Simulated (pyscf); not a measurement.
Multi-bond step: InH₃ + hydrogen (H₂) → InH [singlet] + hydrogen (H₂) + hydrogen (H₂)

Gas phase, singlet surface, charge 0. Bonds broken: In1–H2, In1–H4, H5–H6. Bonds formed: H2–H6, H4–H5. PySCF, gas phase, ωB97X-D3(BJ)/def2-SVP geometries.

Transition state (Å):

```xyz
6

In    -1.0906    -1.1666    -0.0690
H     -0.2765     0.4712     0.7907
H     -1.1974    -2.9480    -0.1056
H     -1.6984     0.5928    -0.8563
H     -1.2554     1.4544    -0.3871
H     -0.6109     1.3992     0.3594
```

One imaginary mode, 2030i cm⁻¹; descent along it reached the two sides named.

| bond | change | reactant side (Å) | saddle | product side |
|---|---|---|---|---|
| In1–H2 | breaks | 1.728 | 2.021 | 3.7 |
| In1–H4 | breaks | 1.728 | 2.021 | 3.7 |
| H5–H6 | breaks | 0.760 | 0.988 | 3.9 |
| H2–H6 | forms | 3.2 | 1.077 | 0.761 |
| H4–H5 | forms | 3.2 | 1.077 | 0.761 |

Electronic energies relative to the separated reactants (kJ/mol):

```tsv
level	barrier	reaction energy	reverse barrier
ωB97X-D3(BJ)/def2-TZVP	224.4	+28.3	196.1
PBE/def2-TZVP	159.8	+2.0	157.8
r²SCAN/def2-TZVP	184.4	+17.1	167.3
B3LYP-D3(BJ)/def2-TZVP	187.6	-5.8	193.4
PBE0-D3(BJ)/def2-TZVP	188.0	+16.4	171.6
M06-2X/def2-TZVP	217.2	+1.1	216.1
ωB97M-D3(BJ)/def2-TZVP	221.3	+15.9	205.5
HF/def2-TZVP	314.1	+11.0	303.0
```

With ωB97M-D3(BJ)/def2-TZVP energies and thermal terms (ideal gas, 1 atm, RRHO with modes under 100 cm⁻¹ raised to 100, one conformer, R ln 2 for chiral ones without a mode under 150 cm⁻¹), in kJ/mol:

| T (K) | ΔH‡ | ΔG‡ | ΔH | ΔG |
|---|---|---|---|---|
| 298 | 219.0 | 248.3 | +13.1 | -19.6 |
| 600 | 215.7 | 279.7 | +15.1 | -53.7 |
| 900 | 215.6 | 311.8 | +14.5 | -88.1 |
| 1200 | 217.0 | 343.6 | +12.4 | -122.0 |

This is the saddle that the search found; another between the same sides may lie lower. Elements past Kr carry the def2 core potentials, without spin-orbit coupling.
